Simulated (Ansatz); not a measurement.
**Elastic constant C12 of hcp Hf at several levels of theory**

No measured value is used here.

```json
[
 {"level (code)": "LDA (Ansatz)", "value (GPa)": "…", "cell (Å³/atom)": "20.83"},
 {"level (code)": "PBE (Ansatz)", "value (GPa)": "69.5", "cell (Å³/atom)": "22.53"},
 {"level (code)": "PBEsol (Ansatz)", "value (GPa)": "73.1", "cell (Å³/atom)": "21.61"}
]
```

Fill in the missing entries.


- LDA (Ansatz, a first-principles code), value (GPa): 80.7

Density-functional levels without +SOC have no spin–orbit coupling. Each level is taken at its own relaxed cell. Ansatz's density-functional and Hartree–Fock values are scalar-relativistic unless marked +SOC, with PAW data made under PBE.
